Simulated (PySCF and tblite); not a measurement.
4 constitutional isomers of C₄H₈O:

| isomer | SMILES |
| --- | --- |
| A | [CH3:1][CH2:2][C:3]([CH3:4])=[O:5] |
| B | [CH2:1]=[C:2]([CH3:3])[CH2:4][OH:5] |
| C | [CH3:1][CH2:2][CH2:3][CH:4]=[O:5] |
| D | [CH2:1]=[C:2]([CH3:3])[O:4][CH3:5] |

Measured ¹³C shifts of one of them (ppm against TMS, one entry a carbon; solvent THF-d8; Fulmer et al., Organometallics 2010, 29, 2176): 207.05, 36.59, 28.92, 7.87.

Protocol: conformer search, at most 6 conformers an isomer, GFN2-xTB geometries, energies CAM-B3LYP/def2-TZVP (IEF-PCM, chloroform) (D3(BJ) added where defined), GIAO shieldings B97-2/pcSseg-1 (IEF-PCM, chloroform), weights at 298.15 K with GFN2-xTB thermal terms. Programs: PySCF with density fitting and tblite.

Computed shifts in falling order:

```tsv
carbon	measured	A	B	C	D
1	207.05	214.8	154.2	208.9	168.0
2	36.59	39.9	111.3	50.9	81.2
3	28.92	32.6	71.5	20.6	56.6
4	7.87	11.2	22.5	16.7	24.5
```

Problem. Which structure fits the measured spectrum?

Solution. After a straight-line fit of each column to the measured values (slope held to 0.85 to 1.15; an offset alone for few or close values), with errors scored by one-sided Student-t tails (width 2.5 ppm, 10 degrees of freedom):

```json
{"isomer": "A", "slope": "1.023", "mean error (ppm)": "0.19", "largest error": "0.4", "P (%)": "100.0"}
{"isomer": "B", "slope": "0.850", "mean error (ppm)": "39.11", "largest error": "61.2", "P (%)": "0.0"}
{"isomer": "C", "slope": "0.983", "mean error (ppm)": "6.69", "largest error": "13.4", "P (%)": "0.0"}
{"isomer": "D", "slope": "0.850", "mean error (ppm)": "21.24", "largest error": "36.4", "P (%)": "0.0"}
```

The score favours A, which is the compound measured. Its computed assignment: ¹H (against TMS): 2.50 (H2, 2H), 2.23 (H4, 3H), 1.05 (H1, 3H). ¹³C (against TMS): 214.8 (C3), 39.9 (C2), 32.6 (C4), 11.2 (C1).

Shifts are unscaled: against experiment ¹³C can be off by 15 ppm or more and ¹H by 0.8 ppm. The minima are those of GFN2-xTB; planar forms about aryl–S or allylic bonds may be saddles in DFT. A force-field rotamer fell away at GFN2-xTB, so the set may lack it. The search found a single conformer for at least one isomer; other rotamers may be missing.
